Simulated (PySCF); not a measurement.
# `CCC[C@@H](C)Cl`, C$_{5}$H$_{11}$Cl

Geometry:
| atom | x (Å) | y (Å) | z (Å) |
| --- | --- | --- | --- |
| C1 | 2.526 | -0.852 | -0.053 |
| C2 | 1.307 | -1.068 | 0.828 |
| C3 | -0.005 | -0.881 | 0.083 |
| C4 | -1.255 | -1.067 | 0.923 |
| C5 | -2.536 | -0.770 | 0.175 |
| Cl6 | -1.329 | -2.767 | 1.549 |
| H7 | 3.461 | -0.999 | 0.508 |
| H8 | 2.534 | -1.555 | -0.902 |
| H9 | 2.547 | 0.168 | -0.471 |
| H10 | 1.326 | -2.083 | 1.259 |
| H11 | 1.338 | -0.374 | 1.687 |
| H12 | -0.048 | 0.141 | -0.339 |
| H13 | -0.054 | -1.571 | -0.778 |
| H14 | -1.191 | -0.446 | 1.830 |
| H15 | -2.537 | 0.279 | -0.163 |
| H16 | -3.415 | -0.930 | 0.814 |
| H17 | -2.628 | -1.418 | -0.709 |

The calculation used quadratic response CAM-B3LYP/def2-TZVPD first hyperpolarisability, Taylor convention, gas phase (PySCF). Geometry: PBE0-D3(BJ)/def2-SVP.

(1) Give the tensor of the second harmonic β(−2ω;ω,ω) at 1064 nm in the axes of these coordinates.

Answers

(1) In au, Taylor convention; rows are the first index (the induced dipole):
```
      xx     yy     zz     xy    xz     yz
x  +13.9   +7.1   +6.1  +17.0  -9.8   -5.1
y  +17.0  -16.8  +14.0   +7.0  -5.2  +23.1
z   -9.7  +23.5  +18.0   -5.1  +6.0  +14.0
```
Norm of βᵢ = ⅓ Σⱼ (βᵢⱼⱼ + βⱼᵢⱼ + βⱼⱼᵢ): 43.8 au, hyper-Rayleigh value 24.1 au.
